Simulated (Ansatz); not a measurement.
Si: from supercell energies to defect levels (Ga on the Si site)

Computed with DFT PBE, scalar-relativistic, plane waves, PAW (Ansatz). Run with 420 eV cutoff, 2×2×2 k-mesh, Gaussian smearing of 0.01 eV, collinear spin in charge 0 alone.

Host crystal, relaxed:

```cif
data_structure
_symmetry_space_group_name_H-M 'P 1'
_symmetry_Int_Tables_number 1
_cell_length_a 3.8679
_cell_length_b 3.8679
_cell_length_c 3.8679
_cell_angle_alpha 60.000
_cell_angle_beta 60.000
_cell_angle_gamma 60.000
_cell_volume 40.92
loop_
_atom_site_label
_atom_site_type_symbol
_atom_site_fract_x
_atom_site_fract_y
_atom_site_fract_z
_atom_site_occupancy
Si1 Si 0.75000 0.75000 0.75000 1
Si2 Si 0.50000 0.50000 0.50000 1
```

The Ga on the Si site was set at (0.750, 0.750, 0.750) of the host cell, in a supercell of 54 sites (1105 Å³), relaxed at fixed cell in each charge q, from a start with the atoms near it displaced at random. The host's Kohn–Sham gap is 0.61 eV and its static dielectric constant 13.0 (mean). For each charge: the supercell's free energy over the neutral one with q electrons exchanged at the valence band top, F(q) − F(0) + qE_v; the image-charge term; and the term that aligns the potential far from the defect with the host's.

```csv
q,F(q) − F(0) + qE_v (eV),image charge (eV),alignment (eV)
0,0.000,0.000,0.000
-1,0.091,0.155,-0.043
```

Add the terms and find the levels between neighbouring charges, ε(q/q′) = [A(q′) − A(q)]/(q − q′), with and without the two corrections.

A(q): 0.000 eV for 0, 0.203 eV for -1.
```tsv
level	corrected (eV over E_v)	uncorrected (eV)
(0/-1)	0.20	0.09
```

As a check, a point charge in a simple cubic cell of this volume has q²αe²/(2εL) = 0.152 q² eV (e² = 14.40 eV Å, α = 2.837, L = 10.34 Å); the shape of the real cell can change it somewhat. The term grows as q², so it pushes donor levels down and acceptor levels up. The program doubts the alignment for q = -1, so levels beside it are uncertain by about that term.

Which of these charges is lowest with the Fermi level at the valence band top, at mid-gap and at the conduction band bottom?

The line A(q) + qE_F that lies lowest gives the charge: 0 at E_F = 0.00 eV, -1 at E_F = 0.30 eV, -1 at E_F = 0.61 eV. In charge 0 the cell has partly filled levels, from a carrier spread over the host's bands, a defect level that the small cell broadens into a band, or a degenerate defect level, so the levels beside it are doubtful. Charges beyond those computed could lie lower near the band edges.

The neutral defect forms at 0.67 eV with atoms taken from and returned to the elements. What are the formation energies at those three Fermi levels, and what share of sites would hold the defect at 1200 K with E_F at mid-gap, if the host still stood at that temperature?

E_f = E_f(0) + A(q) + qE_F = 0.67, 0.57, 0.27 eV. In the dilute limit the share is exp(−E_f/k_BT) = exp(−0.570/0.1034) = 4.0×10⁻³, leaving out degeneracy and vibrational entropy. Both elements stand at their elemental potentials, a limit that the host or competing compounds often put out of reach. The small cell and the narrow Kohn–Sham gap leave errors of tenths of an eV or more, which change the share by orders of magnitude.

Cost: 3 runs of about 2.9 core-hours in all, on AMD EPYC (Zen 3) (shared hosts).